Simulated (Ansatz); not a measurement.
**NF₃ (singlet): the correlation ladder, cc-pVQZ**

One table from this session's results is given with a row withheld; the runs are named, their logs left out.

Program: Ansatz 0.2.0, Gaussian basis. Level of theory: cc-pVQZ, core rule «outside noble gas», up to 4 orbitals frozen. These are calculated values, not measurements.

To be run: UHF; CCSD(T) on RHF; BCCD(T) on RHF; CASSCF and NEVPT2, 20 electrons in 13 orbitals.

18 further runs of the same task are left out: 1 that didn't finish, 17 set aside as unsound or not needed.

### The system

The geometry is an MP2(full)/6-31G* stationary point (not a proven minimum).

4 atoms, charge 0, spin multiplicity 1.

Atoms are counted from 1 here; the program's logs count them from 0.

Bond lengths: N1–F2 1.383 Å, N1–F3 1.383 Å, N1–F4 1.383 Å. Angles: F2–N1–F3 101.6°, F2–N1–F4 101.6°, F3–N1–F4 101.6°.

As a file:

```xyz
4

N     0.0000    0.0000    0.4950
F     0.0000    1.2382   -0.1216
F     1.0723   -0.6191   -0.1216
F    -1.0723   -0.6191   -0.1216
```

The first run:

File in.yaml:

```yaml
crystal:
  periodic: [false, false, false]
  atoms:
    - {symbol: N, position_ang: [0.000000, 0.000000, 0.494981]}
    - {symbol: F, position_ang: [0.000000, 1.238218, -0.121643]}
    - {symbol: F, position_ang: [1.072328, -0.619109, -0.121643]}
    - {symbol: F, position_ang: [-1.072328, -0.619109, -0.121643]}
basis:
  gaussian: {orbitals: cc-pVQZ}
magnetization: {spin_polarized: true, initial_magnetization: 0}
hamiltonian: {xc: hf}
output: {orbitals: {seedname: orbitals}}
```

On the command line:

```console
ansatz run in.yaml --threads 1 --pin off --events-out ev --progress --plain --max-ram 3956MiB --backend cpu
```

Steps of the session up to this table: UHF; CCSD(T) on RHF; BCCD(T) on RHF; CASSCF and NEVPT2, 20 electrons in 13 orbitals.

One table of the session follows, with a row left open; its other results are not shown here.

```
        method  from RCCSD(T) (meV)
           RHF             +29698.5
          RMP2               +979.0
         RCCSD                    ?
      RCCSD(T)                    0
       BCCD(T)                -17.2
CASSCF valence             +25709.5
NEVPT2 valence              +2159.2
```

Estimate the missing values for RCCSD.

As computed: from RCCSD(T) (meV): +1136.5. In the column «from RCCSD(T) (meV)» it lies between RMP2 (+979.0) and NEVPT2 valence (+2159.2).

With the free atoms at the same levels and basis (separate runs), the atomisation energy is 8.631 eV at RCCSD(T), 1.533 eV at RHF.
